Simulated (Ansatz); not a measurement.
How fast does Si move in Si?

Level of theory: Ansatz, DFT LDA, scalar-relativistic, plane waves, PAW. Run with 420 eV cutoff, 2×2×2 k-mesh, shifted by half a step, Gaussian smearing of 0.02 eV, no spin polarisation.

Host crystal, relaxed:

```xyz
2
Lattice="0.0000 2.7010 2.7010 2.7010 0.0000 2.7010 2.7010 2.7010 0.0000" Properties=species:S:1:pos:R:3 pbc="T T T"
Si    4.0515    4.0515    4.0515
Si    2.7010    2.7010    2.7010
```

In a supercell of 32 host sites with charge -2, Si trades places with a neighbouring Si vacancy, moving 1.69 Å. Climbing-image nudged elastic band at fixed cell; the order of the saddle wasn't checked, and the small cell leaves errors of about a tenth of an eV.

| image | path (Å) | E − E(0) (eV) |
| --- | --- | --- |
| 0 | 0.00 | 0.000 |
| 1 | 0.28 | 0.026 |
| 2 | 0.55 | 0.088 |
| 3 | 0.91 | 0.009 |
| 4 | 1.27 | 0.041 |
| 5 | 1.64 | 0.044 |
| 6 | 2.00 | 0.000 |

Task: What are the barriers forward and back, and what attempt frequency does the shape suggest?

Result: Forward 0.09 eV, back 0.09 eV, the ends being level. For a sinusoidal profile E_b sin²(πx/l), with the Si atom alone moving, ν = (1/l)√(E_b/2m) = 2.3×10¹² s⁻¹, within an order of magnitude of the customary 10¹³ s⁻¹; a true prefactor needs the vibrations at the minimum and at the saddle.

Task: With ν = 10¹³ s⁻¹, how often does the exchange happen at 300, 600 and 1000 K once atom and vacancy are neighbours, taking the host as solid throughout? Does that give the diffusivity?

Result: k = ν exp(−E_b/k_BT):
```json
{"T (K)": "300", "k (1/s)": "3.3×10¹¹", "wait (s)": "3.0×10⁻¹²"}
{"T (K)": "600", "k (1/s)": "1.8×10¹²", "wait (s)": "5.5×10⁻¹³"}
{"T (K)": "1000", "k (1/s)": "3.6×10¹²", "wait (s)": "2.8×10⁻¹³"}
```

No. The atom can jump only when a vacancy is beside it, so where vacancies are thermal the activation energy of diffusion adds the vacancy's formation energy; where doping, quenching or off-stoichiometry fixes their number, it doesn't. And repeated exchanges only swap the two back and forth: Si gets on when the vacancy moves round it by other jumps, which the correlation factor counts. An error of 0.1 eV in the barrier changes k by a factor of 48 at 300 K and 3.2 at 1000 K.

Cost: 1 run of about 30 core-minutes, on Intel Xeon Processor @ 2.50GHz (Skylake/Cascade Lake) (shared hosts).